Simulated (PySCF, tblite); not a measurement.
Isomers of [C4H12PS]+ (charge +1), one GFN2-xTB conformer each. Single-point energies are computed at PBE0/pcSseg-1 (PySCF, gas phase, no added dispersion term), electronic only.

```
      SMILES  GFN2-xTB relative energy (kJ/mol)
 CC[PH2+]CSC                               40.6
CSC[PH+](C)C                                0.0
```

Conformers: `[CH3:1][CH2:2][PH2+:3][CH2:4][S:5][CH3:6]` (charge +1) with C1–C2–P3–C4 173°, C2–P3–C4–S5 -65°, P3–C4–S5–C6 -95°; `[CH3:1][S:2][CH2:3][PH+:4]([CH3:5])[CH3:6]` (charge +1) with C1–S2–C3–P4 158°, S2–C3–P4–C5 -66°.

Q: What does PBE0/pcSseg-1 give for the same structures?

A: 
```json
{"SMILES": "CSC[PH+](C)C", "PBE0/pcSseg-1 E (Eh)": "-898.43844", "PBE0/pcSseg-1 (kJ/mol)": "0.0", "GFN2-xTB (kJ/mol)": "0.0", "point group": "C1"}
{"SMILES": "CC[PH2+]CSC", "PBE0/pcSseg-1 E (Eh)": "-898.41602", "PBE0/pcSseg-1 (kJ/mol)": "58.9", "GFN2-xTB (kJ/mol)": "40.6", "point group": "C1"}
```

Both levels put the same isomer lowest. 

Q: Which frontier levels and rotational constants go with these structures?

A: 
```csv
SMILES,"HOMO (eV, PBE0/pcSseg-1)",LUMO (eV),"A, B, C (MHz)"
CSC[PH+](C)C,-10.73,-3.96,"3960, 1244, 1150"
CC[PH2+]CSC,-11.07,-4.48,"4404, 1075, 1023"
```

Q: What happens when harmonic zero-point energies from GFN2-xTB frequencies are added?

A: 
```tsv
SMILES	ZPE (kJ/mol)	electronic (kJ/mol)	with ZPE (kJ/mol)
CSC[PH+](C)C	384.7	0.0	0.0
CC[PH2+]CSC	385.7	58.9	59.9
```

The zero-point energies span 1.0 kJ/mol. The order is unchanged.
